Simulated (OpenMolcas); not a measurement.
**PO2 (phosphorus dioxide) at 6 levels**

We compute a comparison of 6 runs (UHF/STO-3G, UB3LYP/STO-3G, UM06-2X/STO-3G, UPBE/STO-3G, UPBE0/STO-3G, ROMP2/STO-3G) of PO2 (phosphorus dioxide). 

The results are computed with OpenMolcas 26.06.

1 further run of the same task is left out (for a known fault of the program).

**1. The structure to begin with**

PO2: 3 atoms, total charge 0, spin state doublet. SMILES: `[O]P=O`. One bond was lengthened or shortened from a relaxed shape.

Bond lengths: O1–P2 1.830 Å, P2–O3 1.464 Å. Angles: O1–P2–O3 123.4°.

**2. The energy at UHF/STO-3G (run 1)**

File mol.xyz:

```xyz
3

O      0.515647     1.513668     0.450138
P     -0.403940     0.077030    -0.212130
O      0.072230    -1.303340    -0.105540
```

File mol.input:

```
* O2P Hartree-Fock

&GATEWAY
 BASLIB = $CurrDir
 COORD = mol.xyz
 BASIS = STO-3G
 GROUP = NoSym

&SEWARD

&SCF
 UHF
 SPIN = 2
 THRESHOLDS = 1e-10 1e-07 1e-07 1e-05
 PRORBITALS = 1 1
```

The basis set STO-3G is read from a file made from the Basis Set Exchange's data (not shown).

The run is started by

```bash
$ export MOLCAS_MEM=1860
$ pymolcas mol.input > mol.log
```

What it wrote:

```text
--- Start Module: gateway ---
[...]
--- Stop Module: gateway /rc=_RC_ALL_IS_WELL_ ---
--- Start Module: seward ---
[...]
      Basis functions           19
--- Stop Module: seward /rc=_RC_ALL_IS_WELL_ ---
--- Start Module: scf ---
[...]
       Convergence after  44 Iterations
[...]
::    Total SCF energy                               -484.4999929755
[...]
      Total spin, S                                     0.7511002116
[...]
      Total electronic charge=   31.000000
      Total            charge=   -0.000000
[...]
      Dipole Moment (debye):
      Origin of the operator (angstrom)=   -0.0494    0.0913   -0.0168
                   X= -3.2936E-01               Y= -1.9420E-01               Z= -2.0156E-01           Total=  4.3222E-01
      Quadrupole Moment (debye*angstrom):
[...]
--- Stop Module: scf /rc=_RC_ALL_IS_WELL_ ---
[...]
```

Run time: 2.6 s. Hardware: 1 thread of Intel Xeon Platinum 8488C (Sapphire Rapids), shared host; peak memory 0.37 GiB.

**3. A single-point energy at UB3LYP/STO-3G (run 2)**

mol.xyz is that of step 2.

File mol.inp:

```
* O2P Kohn-Sham DFT

&GATEWAY
  BasLib = $CurrDir
  Coord = mol.xyz
  Basis = STO-3G
  Group = NoSym

&SEWARD
  GridInput
  Grid=UltraFine
  End of Grid

&SCF
  UHF
  Spin = 2
  KSDFT = B3LYP
  Thresholds = 1e-10 1e-07 1e-07 1e-05
  PrOrbitals = 1 1
```

The basis set STO-3G is read from a file made from the Basis Set Exchange's data (not shown).

The run is started by

```bash
$ export MOLCAS_MEM=1860
$ pymolcas mol.inp > mol.log
```

What it wrote:

```text
--- Start Module: gateway ---
[...]
--- Stop Module: gateway /rc=_RC_ALL_IS_WELL_ ---
--- Start Module: seward ---
[...]
      Basis functions           19
--- Stop Module: seward /rc=_RC_ALL_IS_WELL_ ---
--- Start Module: scf ---
[...]
       Convergence after  24 Iterations
[...]
::    Total KS-DFT energy                            -485.7209867542
[...]
      Total spin, S                                     0.5086817550
[...]
      Total electronic charge=   31.000000
      Total            charge=   -0.000000
[...]
      Dipole Moment (debye):
      Origin of the operator (angstrom)=   -0.0494    0.0913   -0.0168
                   X= -5.1736E-01               Y=  2.1754E-01               Z= -2.5847E-01           Total=  6.1789E-01
      Quadrupole Moment (debye*angstrom):
[...]
--- Stop Module: scf /rc=_RC_ALL_IS_WELL_ ---
[...]
```

Run time: 6.9 s. Hardware: 1 thread of Intel Xeon Platinum 8488C (Sapphire Rapids), shared host; peak memory 0.37 GiB.

Run 3 isn't shown in full; the table further down has it.

**4. The energy at UPBE/STO-3G (run 4)**

mol.xyz is that of step 3.

File mol.input:

```
&gateway
 baslib = $CurrDir
 coord = mol.xyz
 basis = STO-3G
 group = NoSym

&seward
 gridinput
 Grid=UltraFine
 End of Grid

&scf
 uhf
 spin = 2
 ksdft = PBE
 thresholds = 1e-10 1e-07 1e-07 1e-05
 prorbitals = 1 1
```

The basis set STO-3G is read from a file made from the Basis Set Exchange's data (not shown).

The run is started by

```bash
$ export MOLCAS_MEM=1860
$ pymolcas mol.input > mol.log
```

What it wrote:

```text
--- Start Module: gateway ---
[...]
--- Stop Module: gateway /rc=_RC_ALL_IS_WELL_ ---
--- Start Module: seward ---
[...]
      Basis functions           19
--- Stop Module: seward /rc=_RC_ALL_IS_WELL_ ---
--- Start Module: scf ---
[...]
       Convergence after  24 Iterations
[...]
::    Total KS-DFT energy                            -485.4315974737
[...]
      Total spin, S                                     0.5060376936
[...]
      Total electronic charge=   31.000000
      Total            charge=   -0.000000
[...]
      Dipole Moment (debye):
      Origin of the operator (angstrom)=   -0.0494    0.0913   -0.0168
                   X= -5.2814E-01               Y=  8.9980E-02               Z= -2.7855E-01           Total=  6.0383E-01
      Quadrupole Moment (debye*angstrom):
[...]
--- Stop Module: scf /rc=_RC_ALL_IS_WELL_ ---
[...]
```

Run time: 6.3 s. Hardware: 1 thread of Intel Xeon Platinum 8488C (Sapphire Rapids), shared host; peak memory 0.37 GiB.

Run 5 isn't shown in full; the table further down has it.

**5. A single-point energy at ROMP2/STO-3G (run 6)**

mol.xyz is that of step 4.

File mol.input:

```
* O2P ROMP2
&GATEWAY
BasLib=$CurrDir
Coord=mol.xyz
Basis=STO-3G
Group=NoSym
&SEWARD
&SCF
UHF
Spin=2
Thresholds=1e-10 1e-07 1e-07 1e-05
PrOrbitals=1 1
&RASSCF
FileOrb=$Project.UnaOrb
Spin=2
Nactel=1 0 0
Inactive=15
Ras2=1
OutOrbitals=Canonical
OrbListing=Nothing
&CASPT2
IPEA=0.0
Frozen=7
```

The basis set STO-3G is read from a file made from the Basis Set Exchange's data (not shown).

The run is started by

```bash
$ export MOLCAS_MEM=1860
$ pymolcas mol.input > mol.log
```

What it wrote:

```text
--- Start Module: gateway ---
[...]
--- Stop Module: gateway /rc=_RC_ALL_IS_WELL_ ---
[...]
      Basis functions           19
[...]
       Convergence after  44 Iterations
[...]
::    Total SCF energy                               -484.4999929755
[...]
      Total spin, S                                     0.7511002116
[...]
--- Start Module: rasscf ---
[...]
      Number of active orbitals                  1
[...]
      Spin quantum number                      0.5
[...]
      Active orbitals                            1
[...]
      Number of CSFs                             1
[...]
      Number of root(s) required                 1
[...]
      Convergence after 12 iterations
[...]
      printout of CI-coefficients larger than  0.05 for root  1
      energy=    -484.482288
      conf/sym  1     Coeff  Weight
             1  u   1.00000 1.00000
      Natural orbitals and occupation numbers for root  1
      sym 1:   1.000000
      ************************************************************************************************************************
      *                                                    Final results                                                     *
[...]
::    RASSCF root number  1 Total energy:   -484.48228829
[...]
      Total electronic charge=   31.000000
      Total            charge=   -0.000000
[...]
      Dipole Moment (debye):
      Origin of the operator (angstrom)=   -0.0494    0.0913   -0.0168
                   X= -5.5915E-01               Y=  2.5883E-01               Z= -2.7671E-01           Total=  6.7543E-01
      Quadrupole Moment (debye*angstrom):
[...]
--- Stop Module: rasscf /rc=_RC_ALL_IS_WELL_ ---
--- Start Module: caspt2 ---
[...]
 ###    WARNING: User changed nr of frozen orbitals.                         ###
 ###############################################################################
[...]
      E2 (Variational):          -0.1448117191
      Total energy:            -484.6271000133
[...]
      Reference weight:           0.91039
[...]
::    CASPT2 Root  1     Total energy:   -484.62710001
[...]
--- Stop Module: caspt2 /rc=_RC_ALL_IS_WELL_ ---
[...]
```

Wall time 3.6 s (1 thread of Intel Xeon Platinum 8488C (Sapphire Rapids), shared host); peak memory 0.37 GiB.

**6. The series**

```
run           level  integration grid  frozen core orbitals  energy (Eh)  dipole moment (D)  HOMO energy (eV)  LUMO energy (eV)  wall time
  1      UHF/STO-3G                 –                     –  -484.499993               0.43             -6.51              6.15      2.6 s
  2   UB3LYP/STO-3G         UltraFine                     –  -485.720987               0.62             -3.22              0.72      6.9 s
  3  UM06-2X/STO-3G         UltraFine                     –  -485.718583               0.60             -4.72              2.70      8.7 s
  4     UPBE/STO-3G         UltraFine                     –  -485.431597               0.60             -2.16             -0.80      6.3 s
  5    UPBE0/STO-3G         UltraFine                     –  -485.468361               0.58             -3.47              1.27      6.3 s
  6    ROMP2/STO-3G                 –                     7  -484.627100                  –                 –                 –      3.6 s
```

**7. Summary of results**

| quantity | value |
| --- | --- |
| run 6: total energy | -484.62710 Eh |

What this shows: Over runs 1, 2, 3, 4, 5 the dipole moment (its size) runs from 0.43 D (UHF/STO-3G) to 0.62 D (UB3LYP/STO-3G). Totals of different functionals can't be ranked against each other. In runs 1, 2, 3, 4, 5, 6 the basis is minimal, so the values are rough. Spin contamination of the reference: run 1 ⟨S²⟩ = 1.32. All runs together took 34 s, the longest 8.7 s.
